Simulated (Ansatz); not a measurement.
Candidates: L1₂ (Cu3Au-type) Pt₃Ti, fluorite PtAl₂, fluorite AuAl₂, CsCl-type RuAl, antifluorite Mg₂Ge. Level: PBE in Ansatz (PAW).

Ansatz's runs of these crystals have no spin polarisation.

Spin–orbit coupling is left out, also for the solids with elements from indium on (L1₂ (Cu3Au-type) Pt3Ti, fluorite PtAl2, fluorite AuAl2); its size isn't shown.

Each level is taken at its own relaxed cell. Ansatz's density-functional and Hartree–Fock values are scalar-relativistic unless marked +SOC, with PAW data made under PBE.

Q: Order them by their elastic constant C12 at this level, smallest first.

A: antifluorite Mg₂Ge (20.6 GPa), fluorite AuAl₂ (87.6 GPa), fluorite PtAl₂ (108 GPa), CsCl-type RuAl (148 GPa), L1₂ (Cu3Au-type) Pt₃Ti (181 GPa)

Ansatz is a program for electronic structure.
